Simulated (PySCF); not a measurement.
Compound: CF3CH2NH2, C2H4F3N.
Bonds: N1–C2, C2–C3, C3–F4, C3–F5, C3–F6. Hydrogens: H7, H8 on N1; H9, H10 on C2.

Computed geometry: GFN2-xTB, gas phase.

(1) What internal coordinates does the optimisation give?

Answers

(1) 
| bond | length (Å) | order |
| --- | --- | --- |
| N1–C2 | 1.445 | single |
| C2–C3 | 1.523 | single |
| C3–F4, C3–F6 | 1.338 | single |
| C3–F5 | 1.343 | single |
| N1–H7, N1–H8 | 1.013 | single |
| C2–H9 | 1.104 | single |
| C2–H10 | 1.093 | single |

Bonds in one row agree within 0.01 Å and their mean is given. Orders are formal, as drawn. A selection of angles:
| angle | degrees |
| --- | --- |
| C2–N1–H7 | 110.9 |
| H7–N1–H8 | 108.7 |
| N1–C2–C3 | 109.1 |
| N1–C2–H9 | 115.5 |
| N1–C2–H10 | 109.2 |
| C3–C2–H9 | 106.4 |
| C3–C2–H10 | 107.5 |
| H9–C2–H10 | 108.8 |
| C2–C3–F4 | 111.8 |
| C2–C3–F6 | 113.3 |
| F4–C3–F5 | 106.4 |
| F4–C3–F6 | 106.9 |

Dihedral angles: N1–C2–C3–F4 60° (synclinal). The mirror-image conformer, all signs reversed, is as good.

Of the pairs four or more bonds apart, F4···H8 is among the closest relative to their van der Waals radii: 2.53 Å, 95 % of the sum of Bondi's values. N1 (primary amine nitrogen) is pyramidal (angles 111.2°, 110.9° and 108.7°, sum 330.8°, 0.36 Å off the plane of its three neighbours).

GFN2-xTB frequencies: not computed here. One conformer, not necessarily the lowest (H–N1–C2–C3 178° and -61°).
